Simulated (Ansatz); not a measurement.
Computed with Ansatz on PBE0-D4/def2-TZVP structures; ΔE is electronic, products minus reactants. CCSD(T)/CBS is the MP2 limit (def2-TZVPP, def2-QZVPP) plus CCSD(T) − MP2 in def2-TZVPP, frozen cores. This one scheme is used for every species, atoms too. DFT in def2-TZVPP. No spin–orbit coupling; open shells (•) take unrestricted orbitals. Spin–orbit coupling would lower the free atoms: a little for Cl.

`FC(F)Cl` + Cl• → `F[C](F)Cl`• + HCl  (hydrogen abstraction from a C–H bond)

```json
{"level": "r2SCANh-D4", "ΔE (kcal/mol)": "-3.1"}
{"level": "B2PLYP", "ΔE (kcal/mol)": "1.1"}
{"level": "revPBE", "ΔE (kcal/mol)": "-3.8"}
{"level": "CAM-B3LYP", "ΔE (kcal/mol)": "0.9"}
{"level": "SCS-MP2/def2-TZVPP", "ΔE (kcal/mol)": "4.4"}
{"level": "CCSD/def2-TZVPP", "ΔE (kcal/mol)": "4.0"}
{"level": "CCSD(T)/def2-TZVPP", "ΔE (kcal/mol)": "3.0"}
{"level": "MP2/CBS(def2)", "ΔE (kcal/mol)": "0.6"}
```

Problem. What does CCSD(T)/CBS give? (Estimate.)

Solution. The calculation gave: +1.8 kcal/mol. The listed levels differ from it by -4.9, -0.7, -5.6, -0.9, 2.6, 2.2, 1.2, -1.2 kcal/mol.

Problem. What do rigid-rotor, harmonic-oscillator terms from PBE0-D4/def2-TZVP frequencies (298.15 K, 1 bar) make of the CCSD(T)/CBS value? (Estimate.)

Solution. The calculation gave: ΔZPE = -3.9 kcal/mol, ΔH = -1.5 kcal/mol, ΔS = 23 J/(mol·K), ΔG = -3.2 kcal/mol. Open shells count their whole term as degenerate.

Largest T1 diagnostic among the species: 0.015.

In def2-TZVPP, CCSD(T) changes the Hartree–Fock value by −4.7 kcal/mol (the triples alone add −1.0 kcal/mol) and MP2 by −5.8 kcal/mol. From r2SCAN to r2SCAN0 (25 % exact exchange), in def2-TZVPP and without D4, ΔE moves by +2.1 kcal/mol.

CCSD(T)/CBS has its own doubt, a few kJ/mol and more with outer-core shells, so smaller differences from it don't rank the levels.
